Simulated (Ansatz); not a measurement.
SiH4, singlet in cc-pVDZ: errors against RCCSDT(Q)

Geometry: a point of a stretch scan, not a stationary point.

```tsv
atom	x (Å)	y (Å)	z (Å)
Si	-0.0107	0.0107	0.0106
H	0.8451	0.8695	0.8675
H	-0.8703	-0.8437	0.8681
H	-0.8654	0.8663	-0.8505
H	1.1891	-1.1911	-1.1817
```

Basis cc-pVDZ; Ansatz 0.2.0. Only valence electrons are correlated (noble-gas cores frozen), which leaves 8 electrons in 33 orbitals. Prefix R: restricted or restricted open-shell reference. Active spaces: valence = (8e, 8o) chosen from the atoms' valence shells; pair = (2e, 2o) about the gap.

Full CI isn't at hand for all of this; RCCSDT(Q) serves as the reference, and is uncertain by about the last step of the cluster series.

- UHF ⟨S²⟩: 0.000
- T1 diagnostic (RCCSD): 0.0148
- largest doubles amplitude (RCCSD): 0.140

| level | E − E(RHF) (eV) |
| --- | --- |
| RMP2 | -3.2248 |
| RCCSD | -4.1671 |
| RCCSD(T) | -4.2544 |

Q: Estimate how far RCCSDT(Q) in cc-pVDZ lies from RCCSD(T). The table doesn't fix it; the size of (T) and the diagnostics are the guide.

A: RCCSDT(Q) in cc-pVDZ lies 25 meV below RCCSD(T), which is 29 % of the (T) step (-87 meV). A doubles amplitude is large, and the rest is a large part of (T).

The other levels:

```json
{"level": "CISD", "E − E(RCCSDT(Q)) (meV)": "356", "share of correlation (%)": "91.68", "wall time": "0.33 s"}
{"level": "BCCD(T)", "E − E(RCCSDT(Q)) (meV)": "25", "share of correlation (%)": "99.42", "wall time": "0.24 s"}
{"level": "RCCSDT", "E − E(RCCSDT(Q)) (meV)": "3", "share of correlation (%)": "99.94", "wall time": "–"}
{"level": "CASSCF (pair space)", "E − E(RCCSDT(Q)) (meV)": "3544", "share of correlation (%)": "17.20", "wall time": "–"}
{"level": "NEVPT2 (pair space)", "E − E(RCCSDT(Q)) (meV)": "857", "share of correlation (%)": "79.98", "wall time": "0.24 s"}
{"level": "MRCISD (pair space)", "E − E(RCCSDT(Q)) (meV)": "218", "share of correlation (%)": "94.91", "wall time": "–"}
{"level": "MRCISD+Q (pair space)", "E − E(RCCSDT(Q)) (meV)": "-10", "share of correlation (%)": "100.24", "wall time": "0.33 s"}
{"level": "CASSCF (valence space)", "E − E(RCCSDT(Q)) (meV)": "2367", "share of correlation (%)": "44.68", "wall time": "–"}
{"level": "NEVPT2 (valence space)", "E − E(RCCSDT(Q)) (meV)": "773", "share of correlation (%)": "81.94", "wall time": "1.6 s"}
{"level": "NEVPT4(SD) (valence space)", "E − E(RCCSDT(Q)) (meV)": "124", "share of correlation (%)": "97.11", "wall time": "2.1 s"}
{"level": "MRCISD (valence space)", "E − E(RCCSDT(Q)) (meV)": "110", "share of correlation (%)": "97.44", "wall time": "–"}
{"level": "MRCISD+Q (valence space)", "E − E(RCCSDT(Q)) (meV)": "9", "share of correlation (%)": "99.78", "wall time": "2.3 s"}
```

The correlation energy at RCCSDT(Q), counted from RHF, is -4.280 eV. That run took 1.1 s on 1 thread of Intel Xeon 6975P-C, shared host.

Times hold each run's SCF and search for its determinant on a shared host, so for small cases they say little of a method's own cost; they ran on 1 thread of Intel Xeon 6975P-C.

Natural occupations of CASSCF (valence space) about the gap: 1.985 1.976 1.976 1.921 0.082 0.024 0.018 0.018; effectively unpaired electrons, Σ n²(2−n)², 0.06.
